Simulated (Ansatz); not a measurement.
hcp Os was calculated with r²SCAN+SOC (plane waves, PAW; Ansatz, an electronic-structure program).

Run with plane-wave cutoff 560 eV, 24×24×14 k mesh (along the axes of the cell as run), Fermi–Dirac smearing 0.05 eV, PAW data made under PBE.

Energies at three volumes about the minimum:

| V (Å³/atom) | E − E_lowest (meV/atom) |
|---|---|
| 13.742 | 7.70 |
| 14.023 | 0.00 |
| 14.303 | 7.13 |

Problem. Fit a parabola by hand: where is the minimum, and what is the bulk modulus?

Solution. Slopes: (0.00 − 7.70)/(14.023 − 13.742) = -27.402 and (7.13 − 0.00)/(14.303 − 14.023) = 25.464 meV/Å³. Curvature E″ = 2 × (25.464 − (-27.402))/(14.303 − 13.742) = 188.471 meV/Å⁶. From the middle of the first interval, the slope vanishes at V0 = 13.8825 − (-27.402)/188.471 = 14.028 Å³/atom. B = V0 E″ = 14.028 × 188.471 meV/Å³ × 0.1602 GPa per meV/Å³ = 424 GPa. The full Birch–Murnaghan fit to all volumes gives V0 = 14.023 Å³/atom and B0 = 423 GPa.

Shape and atoms are relaxed at each volume.

Measured, for comparison: bulk modulus 425 GPa (zero-point energy and finite temperature contributions removed; as tabulated in doi:10.1021/acs.jctc.3c00612). Computed (rounded) less measured: bulk modulus -0.5 %.

Note: the bulk modulus comes from volumes at which shape and atoms were relaxed.
